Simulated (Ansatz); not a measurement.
A cut through the energy surface

Si2H4O (SMILES O1[SiH2][SiH2]1), singlet, at its PBE0-D4/def2-TZVP minimum:

```xyz
7
angstrom
O -0.7763 -0.4649 0.7193
Si -0.6015 -0.0794 -0.9222
Si 0.7868 0.1904 0.7504
H -0.6119 -1.2560 -1.8256
H -1.5475 0.9559 -1.4058
H 0.9074 1.4329 1.5518
H 1.8429 -0.7790 1.1320
```

The angle H5–Si2–O1 (114.1° at the minimum) is set to the values below, H5, with anything bonded beyond it, turning rigidly in the plane of the angle. Each method's energies count from its own value at the PBE0-D4 minimum structure. Computed with Ansatz 0.2.0 (basis: def2-TZVPP); correlated methods freeze the cores. B3LYP uses VWN-RPA correlation.

CCSD(T) energies along the scan:
```json
{"angle (°)": "84.1", "CCSD(T) (kcal/mol)": "15.98"}
{"angle (°)": "91.6", "CCSD(T) (kcal/mol)": "8.78"}
{"angle (°)": "99.1", "CCSD(T) (kcal/mol)": "3.86"}
{"angle (°)": "106.6", "CCSD(T) (kcal/mol)": "0.99"}
{"angle (°)": "114.1", "CCSD(T) (kcal/mol)": "0.00"}
{"angle (°)": "121.6", "CCSD(T) (kcal/mol)": "0.76"}
{"angle (°)": "129.1", "CCSD(T) (kcal/mol)": "3.20"}
{"angle (°)": "136.6", "CCSD(T) (kcal/mol)": "7.30"}
{"angle (°)": "144.1", "CCSD(T) (kcal/mol)": "13.04"}
```
They count from the CCSD(T) energy at the PBE0-D4 minimum.

Minimum and curvature along this coordinate at CCSD(T): A fifth-order fit through the nearest points gives 114.5°, with a curvature of about 1.3 meV/deg².

Largest difference from the CCSD(T) curve over the scan: PBE-D4 1.65; PBE0-D4 0.79; B3LYP-D4 0.44; MP2 0.37 kcal/mol. Each curve counts from its own value at the minimum.

No T1 diagnostic of these runs exceeds 0.016.

For scale, one of the runs: CCSD(T)/def2-TZVPP, 171 basis functions, launched by `ansatz run in.yaml --threads 2 --pin off --events-out ev --progress --plain --max-ram 4352MiB`. Time: 22 s of wall clock on 2 CPU threads of an Arm Neoverse V2; the host was shared. Peak host memory: 1.3 GiB.
